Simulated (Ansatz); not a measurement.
hcp Ru, treated with PBEsol-D3(BJ) in Ansatz (plane waves, PAW).

Run with plane-wave cutoff 520 eV, 24×24×14 k mesh (along the axes of the cell as run), Fermi–Dirac smearing 0.05 eV, no spin polarisation, scalar-relativistic PAW data made under PBE.

Computed points:

| V (Å³/atom) | E − E_lowest (meV/atom) |
|---|---|
| 12.522 | 25.83 |
| 12.783 | 6.20 |
| 13.044 | 0.00 |
| 13.305 | 5.77 |
| 13.566 | 22.21 |

Estimate the bulk modulus and its pressure derivative from these points.

V0 = 13.044 Å³/atom, B0 = 367 GPa, B′ = 4.8 (fit to the energies at full precision).

Shape and atoms are relaxed at each volume.

Measured, for comparison: bulk modulus 318 GPa (zero-point energy and finite temperature contributions removed, our sources range from 318 to 336; as tabulated in doi:10.1021/acs.jctc.3c00612). Computed (rounded) less measured: bulk modulus +15 % (+9 % to +15 % over the range).

Note: the bulk modulus comes from volumes at which shape and atoms were relaxed.

Computed values are for the static lattice.

Ansatz is an electronic-structure program.
